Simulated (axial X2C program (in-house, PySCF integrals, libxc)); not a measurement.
## Outer orbitals of SF⁺ at 1.519 Å, HF

Calculated with an axial X2C code built on PySCF integrals. Spin-free means the one-electron spin-free X2C Hamiltonian; two-component (2c) means X2C with spin–orbit coupling and atomic mean-field two-electron Coulomb and Gaunt terms, so the difference of the two also holds small scalar two-electron terms. Basis: S dyall-av3z [9s8p3d2f], F dyall-av3z [7s6p3d2f] (cores contracted in-house); Gaussian nuclei, density fitting, unrestricted open shells. Masses: S 31.972 u, F 18.998 u.

The distance is close to the 2c PBE0 minimum; the highest filled and lowest empty levels are listed.

Spin-free orbitals, state M_S = 1, Λ = 0 (beyond evenly filled blocks: π+α, π-α) (Löwdin shares):

```json
{"symmetry": "σβ", "occupied": "yes", "ε (eV)": "-33.30", "atomic character": "51% F p, 36% S s, 8% F s"}
{"symmetry": "π+α", "occupied": "yes", "ε (eV)": "-29.50", "atomic character": "79% F p, 15% S p, 3% S d"}
{"symmetry": "π-α", "occupied": "yes", "ε (eV)": "-29.50", "atomic character": "79% F p, 15% S p, 3% S d"}
{"symmetry": "σα", "occupied": "yes", "ε (eV)": "-28.34", "atomic character": "54% F p, 25% S p, 14% S s"}
{"symmetry": "π+β", "occupied": "yes", "ε (eV)": "-27.41", "atomic character": "85% F p, 6% S p, 5% S d"}
{"symmetry": "π-β", "occupied": "yes", "ε (eV)": "-27.41", "atomic character": "85% F p, 6% S p, 5% S d"}
{"symmetry": "σβ", "occupied": "yes", "ε (eV)": "-26.35", "atomic character": "33% S s, 32% S p, 31% F p"}
{"symmetry": "π+α", "occupied": "yes", "ε (eV)": "-22.34", "atomic character": "74% S p, 15% F p, 4% F d"}
{"symmetry": "π-α", "occupied": "yes", "ε (eV)": "-22.34", "atomic character": "74% S p, 15% F p, 4% F d"}
{"symmetry": "π-β", "occupied": "no", "ε (eV)": "-8.12", "atomic character": "81% S p, 8% F p, 5% F d"}
{"symmetry": "π+β", "occupied": "no", "ε (eV)": "-8.12", "atomic character": "81% S p, 8% F p, 5% F d"}
{"symmetry": "σα", "occupied": "no", "ε (eV)": "-5.52", "atomic character": "55% S p, 25% S d, 9% F p"}
{"symmetry": "σβ", "occupied": "no", "ε (eV)": "-4.50", "atomic character": "51% S p, 25% S d, 10% F s"}
```

Spinors with spin–orbit coupling (state Ω = 1):

```
   ω  occupied  ε (eV)           atomic character  λ mixture
-1/2       yes  -33.30   51% F p, 36% S s, 8% F s     100% σ
-1/2       yes  -29.52   79% F p, 15% S p, 3% S d     100% π
 3/2       yes  -29.47   79% F p, 15% S p, 3% S d     100% π
 1/2       yes  -28.34  54% F p, 25% S p, 14% S s     100% σ
 1/2       yes  -27.42    85% F p, 6% S p, 5% S d     100% π
-3/2       yes  -27.38    85% F p, 6% S p, 5% S d     100% π
-1/2       yes  -26.34  33% S s, 32% S p, 31% F p     100% σ
-1/2       yes  -22.37   74% S p, 15% F p, 4% F d     100% π
 3/2       yes  -22.30   74% S p, 15% F p, 4% F d     100% π
 1/2        no   -8.14    81% S p, 8% F p, 5% F d     100% π
-3/2        no   -8.09    81% S p, 8% F p, 5% F d     100% π
 1/2        no   -5.52   55% S p, 25% S d, 9% F p     100% σ
-1/2        no   -4.50  51% S p, 25% S d, 10% F s     100% σ
```

Problem. How does the gap between the highest filled and lowest empty level change from the spin-free to the 2c table?

Solution. From 14.22 to 14.16 eV at HF, a change of -0.06 eV.

Mulliken charges and populations of the two-component result (they depend on the basis, above all on diffuse functions):

S 1.26 e (s 5.83 p 8.73 d 0.14 f 0.03), F -0.26 e (s 3.98 p 5.24 d 0.04). ⟨Lz⟩ = 0.00 ħ and ⟨Sz⟩ = 1.00 ħ (0.94 and 0.06 on the two atoms), which add up to Ω.

The state is a single determinant with fixed occupations, the lowest that a limited PBE0 search found. With several unpaired electrons one determinant need not be a pure state. Open-shell Ω = 0 determinants with evenly filled partner blocks cannot be reached by this program, so the Ω shown need not be the lowest component. This is the Ω = 1 component of a π² triplet; the 0⁺ component is not one determinant and can lie lowest.
